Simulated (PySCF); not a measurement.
Potential energy surface of H4ClGe (anion, charge -1), singlet: backside substitution at Ge, threefold axis kept. Scanned: Ge-Cl distance and Ge-H distance. Other coordinates (H-Ge-H angle, Ge-H length) were minimised at PBE0/def2-SVPD.

Calculation: RHF/aug-cc-pVDZ (PySCF).

Energy in kcal/mol above the lowest grid point; x is the Ge-Cl distance (Å), y the Ge-H distance (Å).

```csv
y \ x,2.03,2.16,2.29,2.44,2.61,2.81,3.05,3.33,3.67,4.10,4.75
3.37,60.8,52.0,49.9,52.2,57.5,64.8,73.0,81.1,88.7,95.4,101.9
2.91,58.9,48.6,45.2,45.7,49.1,54.2,60.2,66.1,71.7,76.9,81.9
2.60,57.4,45.7,40.7,39.5,41.0,44.2,48.2,52.4,56.6,60.7,64.8
2.36,55.8,42.5,36.1,33.2,32.9,34.3,36.6,39.5,42.6,45.8,49.2
2.16,53.7,39.1,31.2,26.8,25.0,24.8,25.7,27.4,29.7,32.2,35.0
1.99,51.5,35.7,26.7,21.0,17.8,16.3,16.1,16.9,18.4,20.4,22.7
1.85,49.9,33.3,23.3,16.6,12.4,9.9,8.8,8.8,9.8,11.3,13.3
1.73,49.4,32.2,21.6,14.1,9.0,5.7,3.8,3.2,3.7,4.9,6.6
1.62,50.7,33.0,21.9,13.7,8.0,3.9,1.3,0.2,0.3,1.2,2.6
1.53,53.8,35.9,24.4,15.8,9.5,4.8,1.7,0.2,0.0,0.7,1.9
1.44,60.0,42.0,30.2,21.2,14.3,9.1,5.5,3.6,3.1,3.6,4.6
```

Points that lie below all their neighbours on the grid: x = 3.67, y = 1.53 (0.0 kcal/mol).
